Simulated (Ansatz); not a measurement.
Compare A (`C=C(C)C(C)C`) with its isomer B (`C=CC(C)CC`).

Program: Ansatz. Geometries: PBE0-D4/def2-TZVP. ΔE: electronic, gas phase. CCSD(T)/CBS is the MP2 limit (def2-TZVPP, def2-QZVPP) plus CCSD(T) − MP2 in def2-TZVPP, frozen cores. Functionals use def2-TZVPP. B3LYP here is the variant with VWN-RPA as its local correlation; programs differ in this. Each species was taken in one conformer, which may not be the lowest.

Task: Which isomer does CCSD(T)/CBS put lower? Give the gap. (An estimate is asked.)

Result: The calculation gave: A, by 2.2 kcal/mol.

Task: Give E(B) − E(A) in kcal/mol with PBE0-D4, B2PLYP, CCSD/def2-TZVPP, HF/def2-TZVPP, B3LYP-D4, CCSD(T)/def2-TZVPP, B3LYP. (An estimate is asked.)

Result: Computed: PBE0-D4 2.6, B2PLYP 2.2, CCSD/def2-TZVPP 2.1, HF/def2-TZVPP 1.2, B3LYP-D4 2.5, CCSD(T)/def2-TZVPP 2.3, B3LYP 1.9. None reverses the order clearly.

Largest T1 diagnostic: 0.009.

In def2-TZVPP, CCSD(T) changes the Hartree–Fock value by +1.1 kcal/mol (the triples alone add +0.2 kcal/mol) and MP2 by +1.5 kcal/mol.
